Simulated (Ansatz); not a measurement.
Born–Oppenheimer molecular dynamics of CH5Al (7 atoms, charge 0, multiplicity 1). It starts at the highest image of a converged band. Of that band: Neighbouring images differ by up to 1.7 eV, so the band resolves the path poorly. A vibrational analysis at the climbing image gives one clearly imaginary mode, 1202i cm⁻¹: a first-order saddle point.

The calculation used Ansatz, RKS r2SCAN-D4/def2-SVP.

```json
{
  "ensemble": "NVE (velocity Verlet)",
  "time step": "0.5 fs",
  "steps asked": "200",
  "starting velocities drawn for": "100 K",
  "seed": "10964"
}
```

Frames 1 fs apart, positions in Å.

Velocities at 85.0 fs (Å/ps):

```
Al -0.01 -2.44 -2.85
H 37.83 88.47 111.35
C -2.20 3.65 -1.38
H 2.37 -14.38 15.73
H 14.96 -3.30 13.21
H -10.09 -2.89 -0.69
H -18.55 -46.03 -46.92
```

```xyz
7
Properties=species:S:1:pos:R:3 time_fs=85.0 energy_less_start_eV=-1.396 T=2256
Al -0.014 -0.029 0.585
H -0.677 0.866 1.894
C 1.757 0.007 0.084
H 2.510 -0.754 -0.092
H 2.082 1.001 -0.311
H 1.978 0.135 1.175
H -1.772 -0.312 0.382
7
Properties=species:S:1:pos:R:3 time_fs=86.0 energy_less_start_eV=-1.373 T=2222
Al -0.015 -0.031 0.582
H -0.632 0.953 2.002
C 1.756 0.011 0.083
H 2.512 -0.771 -0.081
H 2.097 0.996 -0.298
H 1.969 0.134 1.175
H -1.782 -0.361 0.331
7
Properties=species:S:1:pos:R:3 time_fs=87.0 energy_less_start_eV=-1.313 T=2131
Al -0.017 -0.033 0.580
H -0.573 1.033 2.100
C 1.756 0.015 0.083
H 2.510 -0.788 -0.078
H 2.110 0.987 -0.288
H 1.963 0.136 1.175
H -1.774 -0.414 0.274
7
Properties=species:S:1:pos:R:3 time_fs=88.0 energy_less_start_eV=-1.267 T=2060
Al -0.022 -0.034 0.579
H -0.503 1.103 2.183
C 1.758 0.018 0.083
H 2.503 -0.804 -0.084
H 2.122 0.978 -0.280
H 1.958 0.141 1.177
H -1.746 -0.469 0.213
7
Properties=species:S:1:pos:R:3 time_fs=89.0 energy_less_start_eV=-1.265 T=2057
Al -0.028 -0.035 0.578
H -0.423 1.160 2.249
C 1.761 0.021 0.085
H 2.488 -0.816 -0.097
H 2.136 0.972 -0.278
H 1.957 0.149 1.180
H -1.699 -0.526 0.151
7
Properties=species:S:1:pos:R:3 time_fs=90.0 energy_less_start_eV=-1.315 T=2134
Al -0.036 -0.035 0.578
H -0.337 1.205 2.296
C 1.766 0.022 0.087
H 2.466 -0.824 -0.115
H 2.150 0.969 -0.281
H 1.958 0.159 1.183
H -1.635 -0.581 0.090
7
Properties=species:S:1:pos:R:3 time_fs=91.0 energy_less_start_eV=-1.400 T=2265
Al -0.044 -0.035 0.579
H -0.246 1.235 2.324
C 1.772 0.023 0.091
H 2.438 -0.828 -0.139
H 2.166 0.970 -0.289
H 1.964 0.170 1.186
H -1.554 -0.634 0.030
7
Properties=species:S:1:pos:R:3 time_fs=92.0 energy_less_start_eV=-1.491 T=2406
Al -0.054 -0.035 0.580
H -0.154 1.250 2.332
C 1.779 0.024 0.095
H 2.407 -0.831 -0.169
H 2.181 0.972 -0.302
H 1.973 0.181 1.188
H -1.461 -0.685 -0.026
7
Properties=species:S:1:pos:R:3 time_fs=93.0 energy_less_start_eV=-1.571 T=2529
Al -0.064 -0.033 0.582
H -0.063 1.250 2.321
C 1.786 0.025 0.101
H 2.376 -0.835 -0.202
H 2.194 0.973 -0.318
H 1.987 0.191 1.189
H -1.361 -0.734 -0.079
7
Properties=species:S:1:pos:R:3 time_fs=94.0 energy_less_start_eV=-1.637 T=2632
Al -0.075 -0.032 0.584
H 0.025 1.235 2.289
C 1.794 0.026 0.107
H 2.346 -0.842 -0.240
H 2.204 0.970 -0.336
H 2.006 0.198 1.188
H -1.258 -0.783 -0.129
7
Properties=species:S:1:pos:R:3 time_fs=95.0 energy_less_start_eV=-1.700 T=2729
Al -0.085 -0.029 0.587
H 0.107 1.206 2.239
C 1.801 0.028 0.114
H 2.318 -0.853 -0.280
H 2.211 0.962 -0.354
H 2.032 0.203 1.186
H -1.157 -0.832 -0.177
7
Properties=species:S:1:pos:R:3 time_fs=96.0 energy_less_start_eV=-1.766 T=2832
Al -0.095 -0.026 0.591
H 0.181 1.161 2.171
C 1.809 0.031 0.121
H 2.291 -0.864 -0.321
H 2.214 0.949 -0.372
H 2.065 0.205 1.182
H -1.065 -0.884 -0.225
```

Of the whole run (100 fs, mean temperature of the second half 2218 K): The conserved energy stayed within 0.86 meV per atom of its start (net change -0.73 meV per atom), so the integration is sound. The kinetic energy rose, since the run started high on the potential surface and went downhill. A run of 0.1 ps of so small a system gives no equilibrium averages. The orbitals stay closed-shell, which can raise the energy where a bond breaks towards radicals; this wasn't checked here.

Time of the run: 7.1 min on 1 thread of Arm Neoverse V1, on a shared host, peak memory 0.1 GiB.
